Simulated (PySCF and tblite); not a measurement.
Results of a calculation; reference values are marked as such.
Stationary points of C4H11O (charge +1) at PBE0-D3(BJ)/def2-SVP, in Å:

Structure A

```
 1 C     1.865   -0.379   -0.155
 2 C     0.855    0.725   -0.096
 3 O    -0.572    0.246   -0.176
 4 C    -1.505    0.889    0.733
 5 C    -0.885   -1.120   -0.558
 6 H     1.892   -0.896   -1.123
 7 H     1.751   -1.107    0.660
 8 H     2.849    0.099   -0.025
 9 H     0.898    1.264    0.859
10 H     0.939    1.436   -0.929
11 H    -1.301    1.964    0.694
12 H    -2.513    0.686    0.355
13 H    -1.367    0.485    1.746
14 H    -0.267   -1.369   -1.425
15 H    -0.696   -1.799    0.283
16 H    -1.943   -1.123   -0.843
```

Structure B

```
 1 C     1.747   -0.190    0.346
 2 C     0.823    0.700   -0.431
 3 O    -0.612    0.313   -0.305
 4 C    -1.246    0.555    0.981
 5 C    -1.023   -0.908   -0.980
 6 H     1.722   -1.233    0.000
 7 H     1.560   -0.155    1.429
 8 H     2.771    0.179    0.184
 9 H     0.833    1.745   -0.096
10 H     0.997    0.678   -1.514
11 H    -0.932    1.552    1.306
12 H    -2.328    0.534    0.806
13 H    -0.942   -0.219    1.698
14 H    -0.562   -0.893   -1.973
15 H    -0.701   -1.782   -0.397
16 H    -2.115   -0.866   -1.066
```

Structure C

```
 1 C     1.903   -0.196   -0.572
 2 C     0.876    0.451    0.307
 3 O    -0.510    0.139   -0.155
 4 C    -1.527    1.076    0.301
 5 C    -0.909   -1.260   -0.086
 6 H     1.750    0.063   -1.629
 7 H     1.955   -1.287   -0.455
 8 H     2.884    0.203   -0.270
 9 H     0.926    0.139    1.362
10 H     0.917    1.546    0.246
11 H    -1.190    2.077    0.010
12 H    -2.453    0.819   -0.225
13 H    -1.644    0.988    1.390
14 H    -0.139   -1.841   -0.601
15 H    -1.006   -1.558    0.969
16 H    -1.862   -1.342   -0.618
```

The path came from a restrained scan, a climbing-image band and a saddle search at GFN2-xTB; energies are PBE0/pcSseg-1 + D3(BJ)//PBE0-D3(BJ)/def2-SVP, thermal terms GFN2-xTB.

**Question.** Which structure is a saddle point, and along which motion?

**Answer.** A: one imaginary mode (124i cm⁻¹ at GFN2-xTB, mostly on C2, C1, C4), along the rotation about the C2–O3 bond (torsion C1–C2–O3–C4 from 71° to 201°, rising).

**Question.** Give their symmetry and energies above the lowest.

**Answer.** A C1, 3.3 kcal/mol; B Cs, 0.0 kcal/mol; C C1, 0.3 kcal/mol.

The ion is treated without a counter-ion.
